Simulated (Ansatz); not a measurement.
Write a Python script for Ansatz's Python interface that makes a ranking of conformers of C₆H₁₀, SMILES CCCC1C=C1. Level of theory (for the species named): Hartree-Fock, cc-pVDZ basis, multiplicity 1.

`conformers_c6h10.py`
```python
# -*- coding: utf-8 -*-
"""Rank force-field conformers of C6H10 by single points."""

import ansatz as az
from rdkit import Chem
from rdkit.Chem import AllChem

rd = Chem.AddHs(Chem.MolFromSmiles("CCCC1C=C1"))
ids = list(AllChem.EmbedMultipleConfs(rd, numConfs=20, randomSeed=810, pruneRmsThresh=0.4))
field = [energy for _, energy in AllChem.MMFFOptimizeMoleculeConfs(rd)]
distinct = {round(e, 2): i for i, e in zip(ids, field)}
chosen = sorted(distinct.items())[:4]
found = []
for force_field, index in chosen:
    geometry = az.Crystal.molecule()
    for atom, xyz in zip(rd.GetAtoms(), rd.GetConformer(index).GetPositions()):
        geometry = geometry.atom(atom.GetSymbol(), xyz.round(5).tolist())
    setup = (
        geometry.calculation()
        .basis(gaussian="cc-pVDZ")
        .functional("hf")
    )
    found.append(setup.run(threads=1, pin="off").report["free_energy_ev"])
print("conformer   MMFF (kcal/mol)   this level (kJ/mol)")
for (force_field, index), e in zip(chosen, found):
    print(f"{index:9d} {force_field - chosen[0][0]:17.2f} {96.485332 * (e - min(found)):17.3f}")
```

```console
$ python conformers_c6h10.py
conformer   MMFF (kcal/mol)   this level (kJ/mol)
        2              0.00             0.000
        9              0.01             4.061
        5              0.14             4.169
        7              2.59             1.967
```

The settings weren't tested for convergence. The conformers keep their force-field geometries. Run time: 8.7 s on 1 thread of Arm Neoverse V1, with other jobs on the host, peak memory 0.39 GiB.
